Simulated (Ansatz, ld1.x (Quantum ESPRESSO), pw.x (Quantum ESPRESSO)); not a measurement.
**What a changed setting does to a pw.x run (sc Mg)**

Potential: ultrasoft, ld1.x (Quantum ESPRESSO) 7.5, PBEsol; core [Ne], reference 3s2 3p0; waves: 3s (bound): rcut 1.95, rcutus 2.55 bohr; 3s channel at 0.05 Ry: rcut 1.95, rcutus 2.55 bohr; 3p (bound, empty): rcut 1.85, rcutus 2.45 bohr; 3p channel at 0.3 Ry: rcut 1.85, rcutus 2.45 bohr; 3d channel at -0.15 Ry: rcut 2.05, rcutus 2.55 bohr; 3d channel at 0.3 Ry: rcut 2.05, rcutus 2.55 bohr; local part: all-electron potential smoothed inside 2.40 bohr (lloc = -1); core correction: Bessel-smoothed model core, default radius (core density twice the valence density); augmentation: PSQ, inside the norm-conserving radii.

The reference run (k-mesh 11³, cutoffs 40/320 Ry, Fermi–Dirac 0.01 Ry, mixing_beta 0.4, conv_thr 1e-9, no spin) gives -0.15 GPa at 27.084 Å³/atom, where all-electron LAPW gives -0.16 GPa. This run, with its own iteration cap, changes degauss to 0.005.

```
&control
  calculation='scf', prefix='x', pseudo_dir='./', outdir='./tmp', tstress=.true., disk_io='none'
/
&system
  ibrav=0, nat=1, ntyp=1, ecutwfc=40, ecutrho=320, nbnd=8,
  occupations='smearing', smearing='fd', degauss=0.005
/
&electrons
  conv_thr=1e-09, mixing_beta=0.4, electron_maxstep=50
/
ATOMIC_SPECIES
Mg 1.0 Mg.UPF
CELL_PARAMETERS angstrom
  3.00310789 0.00000000 0.00000000
  0.00000000 3.00310789 0.00000000
  0.00000000 0.00000000 3.00310789
ATOMIC_POSITIONS crystal
Mg 0.0000 0.0000 0.0000
K_POINTS automatic
11 11 11 0 0 0
```

```bash
pw.x < Mg.scf.in > Mg.scf.out
```

Problem. How does the run end?

Solution. It converges in 5 iterations; the free energy moves by +9.1 meV/atom and the pressure by -0.03 GPa. In a metal, with Fermi–Dirac smearing, F lies below its zero-width value by a term in the square of the width.

```
Message from routine setup:
     using ibrav=0 with symmetry is DISCOURAGED, use correct ibrav instead
     lattice parameter (alat)  =       5.6751  a.u.
     unit-cell volume          =     182.7719 (a.u.)^3
     number of electrons       =         2.00
     number of Kohn-Sham states=            8
     kinetic-energy cutoff     =      40.0000  Ry
     charge density cutoff     =     320.0000  Ry
     scf convergence threshold =      1.0E-09
     Exchange-correlation= PBESOL
     number of k points=    56  Fermi-Dirac smearing, width (Ry)=  0.0050
     iteration #  1     ecut=    40.00 Ry     beta= 0.40
     total energy              =      -5.26287247 Ry
     estimated scf accuracy    <       0.00315088 Ry
     iteration #  2     ecut=    40.00 Ry     beta= 0.40
     total energy              =      -5.26259826 Ry
     estimated scf accuracy    <       0.00100594 Ry
     iteration #  3     ecut=    40.00 Ry     beta= 0.40
     total energy              =      -5.26262984 Ry
     estimated scf accuracy    <       0.00000154 Ry
     iteration #  4     ecut=    40.00 Ry     beta= 0.40
     total energy              =      -5.26262992 Ry
     estimated scf accuracy    <       0.00000017 Ry
     iteration #  5     ecut=    40.00 Ry     beta= 0.40
     the Fermi energy is     2.4919 ev
!    total energy              =      -5.26262993 Ry
     estimated scf accuracy    <          2.7E-10 Ry
     smearing contrib. (-TS)   =      -0.00044474 Ry
     The total energy is F=E-TS. E is the sum of the following terms:
     one-electron contribution =       1.16177039 Ry
     hartree contribution      =       0.00436384 Ry
     xc contribution           =      -4.42848029 Ry
     ewald contribution        =      -1.99983913 Ry
     convergence has been achieved in   5 iterations
          total   stress  (Ry/bohr**3)                   (kbar)     P=       -1.79
     Message from routine punch:
     Nothing written, as per user request (disk_io='none')
```

The run took about 3.7 s on one core of a shared host (Neoverse-V2, 96 threads, 742 GiB, load 67).
